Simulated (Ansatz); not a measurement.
1T (CdI2-type) PtS2, treated with LDA (plane waves, PAW; Ansatz, a quantum-chemistry and plane-wave program).

Numerical settings: plane-wave cutoff 520 eV, 12×12×8 k mesh (along the axes of the cell as run), Fermi–Dirac smearing 0.01 eV, scalar-relativistic PAW data made under PBE.

Response to compression and expansion:

Shape and atoms are relaxed at each volume.

| V (Å³/atom) | P (GPa) | c (Å) | a (Å) |
|---|---|---|---|
| 15.938 | 2.67 | 4.379 | 3.551 |
| 16.270 | 1.15 | 4.454 | 3.557 |
| 16.602 | 0.00 | 4.534 | 3.562 |
| 16.934 | -0.86 | 4.617 | 3.565 |
| 17.266 | -1.41 | 4.706 | 3.565 |

Note: this level leaves the solid without a gap, although one is measured.
